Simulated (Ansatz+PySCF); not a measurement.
Results of a calculation; reference values are marked as such.
## PySCF 2.14.0 run

```python
from pyscf import gto, scf, mp

# the (T+d) and (D+d) sets load through basis_set_exchange
mol = gto.M(atom="""
C -1.181710 0.020280 0.020750
H -1.657160 0.973570 0.203980
H -1.708930 -0.911380 -0.130640
S 0.529330 -0.077710 -0.078320
H 0.843360 1.241170 -0.170080
H 0.894470 -0.167420 1.239730
""", basis={'C': 'cc-pvtz', 'H': 'cc-pvtz', 'S': 'cc-pv(t+d)z'}, charge=1, spin=1)
mf = scf.UHF(mol)
mf.kernel()
pt = mp.MP2(mf, frozen=6).run()
print(mf.e_tot, pt.e_corr, pt.e_tot)
```

The script is written out from the run's settings.

Output:

```
Converged                       : yes
Reference energy                : -437.42613 hartree
Correlation energy              : -0.31872 hartree
Total energy                    : -437.74485 hartree
Spin squared of the determinant : 0.766
```
